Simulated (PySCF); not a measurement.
Ligands exchanged one at a time, Si F-SH. Isolated molecules, 0 K electronic values unless said otherwise. One relaxed conformer stands for each flexible species; it need not be the lowest. Strings in code marks are SMILES. All members: neutral, multiplicity 1. Level: TPSSh-D3(BJ)/def2-TZVP // PBE0-D3(BJ)/def2-TZVP (PySCF), beside PBE-D3(BJ)/def2-TZVP // PBE0-D3(BJ)/def2-TZVP (PySCF) at the same geometries. 

```
species                                                      HOMO–LUMO gap, PBE (eV)  HOMO–LUMO gap, TPSSh-D3(BJ) (eV)
-----------------------------------------------------------  -----------------------  --------------------------------
`S[Si](S)(S)S`                                                                  5.02                              6.15
`F[Si](S)(S)S`                                                                  5.33                              6.46
`F[Si](F)(S)S` (S–Si–S–H torsion 49°, S–Si–S–H torsion 49°)                     5.62                              6.75
`F[Si](F)(F)S`                                                                  6.13                          withheld
`F[Si](F)(F)F`                                                                 10.06                             11.72
```

Task: Fit y = a + b·x, y being the HOMO–LUMO gap at the first level, to the 4 complete rows by least squares, with x = the PBE value in eV. Give a, b and the rms residual, and predict the withheld value.

Result: Means of the 4 rows: x̄ = 6.5075, ȳ = 7.77 eV. Σ(x − x̄)² = 17.007 and Σ(x − x̄)(y − ȳ) = 18.89, so b = 1.111 and a = ȳ − b·x̄ = 0.540 eV. The rms residual is 0.024 eV. At x = 6.13 the line gives 7.35 eV. The run for `F[Si](F)(F)S` gave 7.32 eV, so the line is off by 0.03 eV, within twice the rms residual.

Codes: PySCF.
